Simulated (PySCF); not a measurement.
Spin-rotation constants: H2S5

Geometry:
| atom | x (Å) | y (Å) | z (Å) |
| --- | --- | --- | --- |
| S1 | -1.202 | 1.251 | -1.121 |
| S2 | -1.576 | 0.619 | 0.794 |
| S3 | 0.248 | 0.343 | 1.709 |
| S4 | 0.853 | -1.576 | 1.280 |
| S5 | 1.921 | -1.500 | -0.464 |
| H6 | -1.146 | 2.565 | -0.888 |
| H7 | 0.903 | -1.703 | -1.310 |

Method used: GIAO OPBE/def2-SVP magnetisability, rotational g tensor and spin-rotation constants, non-relativistic, gas phase (PySCF 2.14.0). Geometry: GFN2-xTB.

Give the nuclear spin-rotation constants along the inertial axes (H = +C I·J) beside the isotropic shieldings.

Rotational constants 2.3969, 1.0161, 0.7755 GHz. A star marks the isotopologue with that one atom substituted, in its own axes.
```csv
atom,isotope,Caa (kHz),Cbb (kHz),Ccc (kHz),mean (kHz),σ (ppm)
H6,1H,-0.131,-0.121,-0.009,-0.087,27.8
H7,1H,-0.142,-0.085,-0.029,-0.085,27.6
S1,33S*,0.597,0.195,0.205,0.332,543.7
S2,33S*,0.724,0.331,0.271,0.442,349.9
S3,33S*,0.797,0.445,0.257,0.500,261.7
```
For the geometry as given, no vibrational averaging.
